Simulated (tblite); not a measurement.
Compound: C3H2O (charge -1 and doublet state).
Atom-mapped SMILES: `[O-:1][C:2]1[CH:3]=[CH:4]1` (hydrogens: H5 on C3; H6 on C4)

Computed geometry: GFN2-xTB, gas phase. This method treats the open shell by occupation alone, without spin polarisation.

**Question.** List the bond lengths, angles and torsions at this level.

**Answer.** 
| bond | length (Å) |
| --- | --- |
| O1–C2 | 1.238 |
| C2–C3, C2–C4 | 1.411 |
| C3=C4 | 1.486 |
| C3–H5, C4–H6 | 1.093 |

Bonds in one row agree within 0.01 Å and their mean is given. A selection of angles:
| angle | degrees |
| --- | --- |
| O1–C2–C3 | 148.2 |
| C3–C2–C4 | 63.5 |
| C2–C3–C4 | 58.2 |
| C2–C3–H5 | 130.8 |
| C4–C3–H5 | 131.7 |

Torsions: O1–C2–C3–C4 178° (antiperiplanar); O1–C2–C4–C3 -178° (antiperiplanar).

C2 (carbon bonded to 2 C and O) is planar (angles 148.2°, 148.2° and 63.5°, sum 360.0°, 0.01 Å off the plane of its three neighbours). The 3-membered ring C2–C3–C4 has internal angles of 58.2° to 63.5°. C3 (carbon bonded to 2 C and H) is pyramidal (angles 131.7°, 130.8° and 58.2°, sum 320.7°, 0.41 Å off the plane of its three neighbours). The 4 heavy atoms lie in one plane (0.004 Å rms). The C–C distances run from 1.411 Å (C2–C3, drawn single in a drawing that doesn't fit all lengths) to 1.486 Å (C3=C4, drawn double in a drawing that doesn't fit all lengths), a spread of 0.075 Å.

Point group: Cs (every atom within 0.08 Å of its image). Its GFN2-xTB frequencies are all real (lowest 267 cm⁻¹). Whether the extra electron is bound in the gas phase wasn't checked; a finite basis holds it in any case.
